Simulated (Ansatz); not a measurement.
## How methods differ on [BH4]− (SMILES [H][B-]([H])([H])[H])

[BH4]− has 5 atoms, charge -1, and is taken as a singlet. SMILES: `[H][B-]([H])([H])[H]`. Geometry: relaxed at GFN2-xTB.

```xyz
5

B     0.0000   -0.0002   -0.0001
H     0.0119   -0.0206    1.2291
H     1.1546    0.0118   -0.4208
H    -0.5876    1.0078   -0.3876
H    -0.5789   -0.9989   -0.4207
```

Quantity: the energy change with the B1–H3 bond stretched from 1.229 to 1.843 Å, in eV. The values are calculated.

```csv
level,kind,program,value (eV),less FCI/3-21G,CPU time (all runs)
HF/3-21G (restricted),Hartree–Fock,Ansatz,1.38,+0.16,0.1 s
SVWN5/3-21G (restricted),LDA,Ansatz,1.36,+0.14,0.64 s
r2SCAN/3-21G (restricted),meta-GGA,Ansatz,1.36,+0.14,2.3 s
PBE0/3-21G (restricted),global hybrid,Ansatz,1.38,+0.16,0.98 s
r2SCAN0/3-21G (restricted),hybrid meta-GGA,Ansatz,1.43,+0.21,2.4 s
HSE06/3-21G (restricted),range-separated hybrid,Ansatz,1.38,+0.16,1.3 s
RPA@PBE/3-21G (restricted),RPA,Ansatz,1.18,-0.04,1.4 s
MP2/3-21G (restricted),perturbation theory,Ansatz,1.36,+0.14,0.11 s
CCSDT/3-21G (restricted),coupled cluster or CI,Ansatz,1.22,0.00,0.43 s
FCI/3-21G,exact in the basis,Ansatz,1.22,0.00,21 s
```

FCI/3-21G is exact within its basis and frozen core, so for wave-function methods in that basis the difference is their error; functionals converge differently with the basis, so for them it is only a difference. Sets without diffuse functions describe the anion poorly. The first shape isn't each level's own minimum. The values span 1.18 to 1.43 eV. All rows use very small basis sets, so even the best lies far from the true value. Times are those of the runs behind each value, whatever else they computed, on shared processors of several kinds: orders of magnitude only.
